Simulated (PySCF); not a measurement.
# Which determinant of BS lies lowest?

Unrestricted PBE0; PySCF, no relativity, basis sets B pcseg-1, S pcseg-1. Outer shells of the fragments: B 2s2 2p1; S 3s2 3p4.

Followed along the bond (rough minima from three points):

```tsv
2Ms+1	unpaired	⟨S²⟩ at the start	R at minimum (Å)	Te (eV)
2	σ ↑	0.78	1.62	0.00
2	π ↑	0.75	1.84	2.05
4	σ ↑, π ↑↑	3.76	1.81	3.65
```

Solutions found at the starting distance of 1.800 Å, counted from the lowest of them; the search is not exhaustive and high or unbound solutions are not listed, so other states can lie among these:

```tsv
2Ms+1	unpaired	term	E (eV)	⟨S²⟩	⟨Lz²⟩	μ (D)
2	σ ↑	²Σ⁺	0.00	0.78	0.00	-1.60
2	π ↑	²Π	1.52	0.75	1.01	1.65
4	σ ↑, π ↑↑	mixed	3.10	3.76	2.01	0.30
4	σ ↑, π ↑↑	mixed	3.50	3.75	2.01	0.03
2	σ ↑, π ↑↓	mixed	3.68	1.76	2.01	-0.11
4	σ ↑↑, π ↑	⁴Π	6.33	3.77	1.00	0.24
4	π ↑↑↑	⁴Π	6.70	3.76	1.00	5.36
4	σ ↑↑, π ↑	⁴Π	8.19	3.76	1.02	-1.47
```

A term symbol is given only where ⟨S²⟩ and ⟨Lz²⟩ are close to those of a pure state; real π, δ and φ orbitals otherwise mix terms. A positive dipole means B(−)S(+).

**Question.** Compare the gap between the two lowest followed solutions at the starting distance with the gap between their minima.

**Answer.** At PBE0 the second solution (doublet, unpaired electrons π ↑) lies +1.52 eV from the first (doublet, unpaired electrons σ ↑) at 1.800 Å and +2.05 eV at the minima; the two curves relax by different amounts, since their minima lie near 1.84 and 1.62 Å.

Counting both spins, an empty level lies below a filled one in some of these solutions, because spin and occupation are held.
